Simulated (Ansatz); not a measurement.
`CCCC(N)=O` → `[CH2]` (triplet) + `CCC(N)=O`  (formal loss of a carbene)

Computed with Ansatz on PBE0-D4/def2-TZVP structures; ΔE is electronic, products minus reactants. CCSD(T)/CBS adds triple-zeta CCSD(T) − MP2 to the extrapolated MP2 energy (def2 sets, frozen cores). This one scheme is used for every species. Functionals use def2-TZVPP. Triplets are unrestricted, without spin–orbit coupling. One conformer a species, not always the lowest.

(1) Is it downhill or uphill in electronic energy at CCSD(T)/CBS, and by how much? (Best estimate.)

(2) What do these levels give: r2SCANh, BHLYP, LC-ωPBE, MP2/def2-TZVPP, CCSD/def2-TZVPP, CCSD/CBS(def2)? (Estimate.)

Largest T1 diagnostic among the species: 0.013.

## Answers

(1) Ansatz gave: Uphill: ΔE = +104.1 kcal/mol.

(2) Ansatz gave: r2SCANh 97.5, BHLYP 97.7, LC-ωPBE 101.1, MP2/def2-TZVPP 104.5, CCSD/def2-TZVPP 98.8, CCSD/CBS(def2) 101.4 kcal/mol.

From BLYP to BHLYP (50 % exact exchange), in def2-TZVPP and without D4, ΔE moves by −0.9 kcal/mol. In def2-TZVPP, CCSD(T) changes the Hartree–Fock value by +32.6 kcal/mol (the triples alone add +2.7 kcal/mol) and MP2 by +35.7 kcal/mol.
